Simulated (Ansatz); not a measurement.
**bcc V**

All values below come from PBEsol-D3(BJ) (Ansatz, a first-principles code, PAW).

Numerical settings: plane-wave cutoff 520 eV, 26×26×26 k mesh, Fermi–Dirac smearing 0.05 eV, no spin polarisation, scalar-relativistic PAW data made under PBE.

Cell (relaxed at this level):

```cif
data_V
_chemical_formula_sum 'V1'
_space_group_name_H-M_alt 'P 1'
_space_group_IT_number 1
_cell_length_a 2.52527
_cell_length_b 2.52527
_cell_length_c 2.52527
_cell_angle_alpha 109.471
_cell_angle_beta 109.471
_cell_angle_gamma 109.471
loop_
_space_group_symop_operation_xyz
  'x, y, z'
loop_
_atom_site_label
_atom_site_type_symbol
_atom_site_fract_x
_atom_site_fract_y
_atom_site_fract_z
_atom_site_occupancy
V1 V 0.00000 0.00000 0.00000 1
```

```
Item                                          Value
------------------------------------------  -------
bulk modulus B0                             211 GPa
band gap                                       none
pressure derivative B′ of the bulk modulus      3.6
```

Measured, for comparison: bulk modulus 161 GPa (corrected for temperature and zero-point phonon effects, our sources range from 159 to 166; as tabulated in Levämäki et al. (2014), arXiv:1402.3671). Computed (rounded) less measured: bulk modulus +31 % (+27 % to +33 % over the range).

The computed numbers hold no vibrational or temperature effects.

It cost roughly 30 core-seconds of CPU time.
